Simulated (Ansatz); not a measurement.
Two structures, one formula

Two relaxed structures of CH6BSi (charge +1), singlet (PBE0-D4/def2-TZVP; forces vanish, vibrations not checked).

A:

```xyz
9
angstrom
C 0.3616 -0.4737 0.5218
B 1.4495 -0.5111 -0.3997
Si -1.0512 0.6946 -0.2832
H -1.4307 0.0524 -1.5564
H -0.4274 2.0198 -0.4626
H -2.0964 0.6498 0.7563
H 2.3017 -0.4907 -1.2092
H -0.1071 -1.4558 0.6771
H 0.6276 -0.0113 1.4831
```

B:

```tsv
atom	x (Å)	y (Å)	z (Å)
C1	-0.7878	0.9731	-0.7075
B2	0.4267	0.1261	-0.3321
Si3	0.6332	-1.1784	1.1723
H4	-1.2499	0.3811	-1.5239
H5	-0.5030	1.9140	-1.1848
H6	-1.5566	1.1321	0.0461
H7	1.4409	0.0991	-0.9803
H8	0.3015	-2.6168	1.0603
H9	1.2949	-0.8303	2.4498
```

Ansatz 0.2.0; basis: def2-TZVPP; cores frozen in the correlated methods. B3LYP uses VWN-RPA correlation.

Which structure is lower at CCSD(T), and by how much? (An estimate is asked for; the value comes from the calculation.)

Computed: A, by 32.8 kJ/mol (electronic energy, against the other). By their contacts, A is CH₆BSi ([BH][CH2][SiH3]), total charge +1 and B is CH₆BSi ([CH3][BH][SiH2]), total charge +1.

All methods give the same order:

```csv
method,E(B) − E(A) (kJ/mol)
PBE-D4,19.5
r2SCAN-D4,31.7
PBE0-D4,23.5
B3LYP-D4,26.0
wB97M-V,34.5
HF,35.9
MP2,39.3
CCSD,30.5
CCSD(T),32.8
```

T1 diagnostic: at most 0.014.

Labels in which every atom is bracketed show which atoms are joined, not bond orders.

For scale, one of the runs: CCSD(T)/def2-TZVPP, 188 basis functions, launched by `ansatz run in.yaml --threads 2 --pin off --events-out ev --progress --plain --max-ram 4352MiB`. Time: 26 s of wall clock on 2 CPU threads of an Arm Neoverse V2; the host was shared. Peak host memory: 1.9 GiB.
